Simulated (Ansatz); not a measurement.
in.yaml

```yaml
crystal:
  periodic: [false, false, false]
  atoms:
    - {symbol: B, position_ang: [0.000000, 0.000000, -0.001141]}
    - {symbol: Mg, position_ang: [0.000000, 0.000000, -2.234717]}
    - {symbol: H, position_ang: [0.000000, 0.000000, 2.235859]}
basis:
  gaussian: {orbitals: cc-pVDZ}
magnetization: {spin_polarized: false, initial_magnetization: 2}
correlation: {method: fci, electrons: outside_noble_gas}
```

```sh
$ ansatz run in.yaml --threads 1 --pin off --events-out ev --progress --plain --max-ram 2393MiB
```

The program prints:

```
648 factors; integrals over basis functions are off by at most 2.4e-7 eV
mean field evaluation 1: about -6111.1228 eV, gradient 7.9e0 eV
mean field evaluation 2: about -6111.1564 eV, gradient 7.9e0 eV
mean field evaluation 4: about -6112.0625 eV, gradient 1.9e0 eV
mean field evaluation 8: about -6112.3733 eV, gradient 1.1e0 eV
mean field evaluation 16: about -6112.4564 eV, gradient 4.1e-5 eV
mean field evaluation 32: about -6110.3990 eV, gradient 4.8e-6 eV
mean field evaluation 64: about -6112.4484 eV, gradient 2.8e-1 eV
mean field evaluation 96: about -6111.4694 eV, gradient 4.1e-1 eV
mean field evaluation 128: about -6110.3465 eV, gradient 2.8e-1 eV
mean field -6112.45643651 eV, -224.6286308701 hartree, gradient 3.1e-6 eV, S^2 2.000000; 9 other end points of the search recorded, 0 dependent functions left out
determinant -6112.45643651 eV, -224.6286308701 hartree, with singles and doubles -6115.81672776 eV, -224.7521192957 hartree
determinant -6110.39896113 eV, -224.5530200444 hartree, with singles and doubles -6113.27245010 eV, -224.6586188161 hartree
unrestricted determinant -6113.07832102 eV, -224.6514847043 hartree, S^2 2.5386
6 core orbitals not correlated: weight in the atoms' cores, before any rotation towards them, 1.000 or more for the frozen orbitals, at most 0.000 for the correlated occupied ones
reference -6112.45643651 eV, -224.6286308701 hartree; 4, 2 occupied and 27, 29 virtual orbitals, 648 factors
state -6116.07515045 eV, -224.7616161545 hartree
Total energy: -6116.07515045 eV, -224.7616161545 hartree
```

Natural occupations: 1.9094 1.7711 0.9896 0.9750 0.2033 0.0455 0.0293 0.0188 0.0122 0.0084 0.0078 0.0051 0.0041 0.0041 0.0035 0.0030 0.0023 0.0016 0.0011 0.0011 0.0008 0.0005 0.0005 0.0005.

Ran on 1 thread of AMD EPYC 7B13, shared host: 51 s wall, 0.71 GiB peak host memory.
